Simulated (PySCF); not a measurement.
## AlCl + 3 HCl → AlH₃ + 2 Cl₂

Level: B3LYP in the def2-TZVP basis family, all electrons, no relativity, computed in PySCF with density fitting; open shells unrestricted.

```csv
species,state and structure,ZPE (kJ/mol),H(298 K) − H(0) (kJ/mol),S° (J/(mol K))
AlCl,"singlet, C∞v, Al–Cl 2.161 Å",2.7,9.3,228.2
HCl,"singlet, C∞v, H–Cl 1.282 Å",17.6,8.7,186.7
AlH₃,"singlet, D3h, Al–H 1.580 Å (×3)",48.6,10.6,207.3
Cl₂,"singlet, D∞h, Cl–Cl 2.014 Å",3.2,9.2,223.0
```

**Question.** Is the gas-phase reaction uphill or downhill in electronic energy at this level, and by how much?

**Answer.** At B3LYP/def2-TZVP, ΔE = 447.6 kJ/mol, uphill. 

**Question.** Add zero-point, thermal and entropy terms for 298.15 K and 1 bar.

**Answer.** ΔZPE = -0.5 and Δ[H(298) − H(0)] = -6.4 kJ/mol give ΔH° = 440.7 kJ/mol. ΔS° = -135.0 J/(mol K), so ΔG° = 440.7 − 298.15 × (-0.1350) = 481 kJ/mol.

The structures come from searches over a few start shapes, so lower isomers are not excluded.
